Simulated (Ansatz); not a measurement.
2H WS2: elastic constant C11 by level of theory

No measured value is used here.

```json
[
 {"level (code)": "LDA (Ansatz)", "value (GPa)": "___", "cell (Å³/atom)": "17.16"},
 {"level (code)": "PBE (Ansatz)", "value (GPa)": "___", "cell (Å³/atom)": "21.83"},
 {"level (code)": "PBEsol (Ansatz)", "value (GPa)": "243", "cell (Å³/atom)": "18.13"},
 {"level (code)": "PBE-D3(BJ) (Ansatz)", "value (GPa)": "253", "cell (Å³/atom)": "17.43"},
 {"level (code)": "PBE-D4 (Ansatz)", "value (GPa)": "251", "cell (Å³/atom)": "17.53"},
 {"level (code)": "r²SCAN (Ansatz)", "value (GPa)": "239", "cell (Å³/atom)": "19.10"},
 {"level (code)": "r²SCAN+rVV10 (Ansatz)", "value (GPa)": "256", "cell (Å³/atom)": "18.12"}
]
```

**Question.** Complete the blanks.

**Answer.** 
- LDA (Ansatz, a first-principles code), value (GPa): 262
- PBE (Ansatz), value (GPa): 195

The crystal itself was run without spin with LDA, PBE, PBEsol, PBE-D3(BJ), PBE-D4, r²SCAN, r²SCAN+rVV10; a magnetic state was not tried in these runs. Density-functional levels without +SOC have no spin–orbit coupling. LDA: LDA has no dispersion term either, though it tends to give short spacings of layers, chains or molecules. PBE, PBEsol, r²SCAN: the cell comes from a level without a dispersion term, which matters for the spacing of layers, chains or molecules. PBE-D3(BJ), PBE-D4: the dispersion coefficients are held fixed in the derivatives. Each level is taken at its own relaxed cell. Cutoffs differ between the levels. Ansatz's density-functional and Hartree–Fock values are scalar-relativistic unless marked +SOC, with PAW data made under PBE.
